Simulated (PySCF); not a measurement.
Gas-phase reaction: 3 C4H6 (butadiene) ⇌ 2 C6H6 + 3 H2

Computed with PySCF and rigid-rotor harmonic-oscillator thermochemistry at 1 bar. Table values come from the NASA 1993 polynomials. † marks an energy on the PBE0/def2-TZVP geometry and frequencies. MP2 freezes the core. All species are closed-shell singlets. B3LYP is the form with VWN-RPA correlation. MP2 isn't extrapolated to the basis-set limit; its ΔH°(298 K) is -233.6 kJ in def2-SVP and -236.6 kJ in def2-TZVPP. The harmonic model lacks anharmonicity and excited electronic states, which grow with temperature; levels with a mode under 35 cm⁻¹ are left out. Internal rotation in C4H6 (butadiene) is treated as a harmonic vibration of one conformer, which makes the entropy rough.

```tsv
level	ΔH°(298 K), kJ	minus table	ΔG°(600 K), kJ
table	-164.2	-	-221.3
B3LYP/def2-TZVP†	-159.7	4.5	-221.4
BLYP/def2-TZVP†	-155.6	8.6	-217.3
M06-2X/def2-TZVP†	-185.0	-20.8	-246.8
MP2/def2-TZVPP†	-236.6	-72.4	-298.3
PBE/def2-TZVP†	-181.6	-17.4	-243.3
PBE0/def2-SVP†	-195.5	-31.3	-257.2
r2SCAN/def2-TZVP†	-195.7	-31.5	-257.5
LDA/def2-TZVP†	-203.2	-39.0	-265.0
ωB97X-V/def2-TZVP†	-181.8	-17.6	-243.6
```
